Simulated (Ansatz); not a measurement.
# Worked example: building the atomization energy of SiH2, singlet

Measured: the G2/97 heats of formation, with zero-point and thermal terms from B3LYP taken off, give an electronic atomization energy of 151.5 kcal/mol (Curtiss et al., J. Chem. Phys. 106, 1063 (1997); Staroverov et al., J. Chem. Phys. 119, 12129 (2003)). The calculation below tries to reproduce it.

Geometry (MP2(full)/6-31G*, from the G2/97 set):

```xyz
3

Si    0.0000    0.0000    0.0703
H     0.0000    1.0969   -0.9798
H     0.0000   -1.0969   -0.9798
```

Atomization energies (atoms less molecule, kcal/mol) from Ansatz 0.2.0, frozen cores, restricted molecule, unrestricted atoms (their steps beyond CCSDT(Q) from restricted open-shell runs), sets cc-pV(D+d)Z, cc-pV(T+d)Z, cc-pV(Q+d)Z:

| level | DZ | TZ | QZ |
| --- | --- | --- | --- |
| HF | 108.66 | 110.28 | 110.67 |
| CCSD(T) | 142.23 | 150.12 | 152.63 |
| CCSDT | 142.35 | 150.13 | 152.65 |
| CCSDT(Q) | 142.38 | 150.19 | 152.71 |
| CCSDTQ | 142.39 | 150.20 | – |
| full CI | 142.39 | 150.20 | – |

Q: Extrapolate Hartree–Fock with exp(−5.46 √X) and the CCSD(T) correlation part with X⁻³ (X = 3, 4), add each higher step from the largest set that has it, and compare with the measured value.

A: Hartree–Fock: 110.67 + (110.67 − 110.28) × 0.301 = 110.79.
Correlation: TZ 39.84, QZ 41.96; (64 × 41.96 − 27 × 39.84) / 37 = 43.51.
Full triples (QZ): 152.65 − 152.63 = 0.02.
(Q) (QZ): 152.71 − 152.65 = 0.06.
Full quadruples (TZ): 150.20 − 150.19 = 0.01.
Full CI (TZ): 150.20 − 150.20 = 0.00.
Sum: 154.4 kcal/mol, 2.9 above the measured 151.5.

The steps beyond CCSD(T) add 0.09 kcal/mol, while going from QZ to the limit adds 1.67. Core correlation, scalar relativity, spin–orbit terms and the relaxation from this MP2 geometry are missing from the sum, and the measured value has its own uncertainty.
